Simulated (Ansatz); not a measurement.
A structure relaxed at r2SCAN-D4/def2-TZVP in Ansatz, charge 0, singlet:

```xyz
6

Si   -0.3924    0.0351    0.0330
O     1.1614   -0.4161    0.3541
H     1.8473   -0.1056   -0.2420
H    -0.8460   -0.4550   -1.2967
H    -0.5526    1.5142    0.0521
H    -1.2177   -0.5726    1.0994
```

Question: Give its formula, name or SMILES and point group.

Answer: Si(OH)H3 (SiOH4). Point group Cs (tolerance 0.1 Å).

Question: Summarise the bond lengths by kind (pairs closer than 1.2 times the sum of covalent radii, bridged metal pairs left out).

Answer: 1 × O–Si 1.65 Å; 3 × H–Si 1.48 to 1.49 Å; 1 × H–O 0.96 Å.
